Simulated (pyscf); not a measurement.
Single points on ωB97X-D3(BJ)/def2-SVP structures (PySCF, gas phase).

SMILES: [O]=[RuH](=[O])[OH]
```xyz
6

O     -0.2049     0.2993     1.7086
Ru    -1.0645    -0.3536     0.4630
O     -1.7207    -1.8449     0.2141
O     -2.0662     0.9613    -0.4086
H      0.0202    -0.3376    -0.6613
H     -1.6658     1.2558    -1.2393
```
Charge 0, spin multiplicity 1.

How much does it cost (ΔH, 298 K, ωB97M-D3(BJ)/def2-TZVP) to split `[O]=[RuH](=[O])[OH]` [singlet] at its H–O bond into [O=RuH(=O)=O]• + H•?

H–O to [O=RuH(=O)=O]• + H•: 91.6 kcal/mol. The 7 functionals that were run give +76.5 (PBE) to +93.7 kcal/mol (M06-2X). The radicals are drawn with the spin at the cut bond; how far it spreads was not checked. Other isomers of O=RuH(=O)–OH [singlet], [O=RuH(=O)=O]• were not searched in full and may lie lower. Open-shell species with a d-block atom are single-reference here; other states, and whether the spin sits on metal or ligand, were not checked. Elements past Kr carry the def2 core potentials, without spin-orbit coupling.
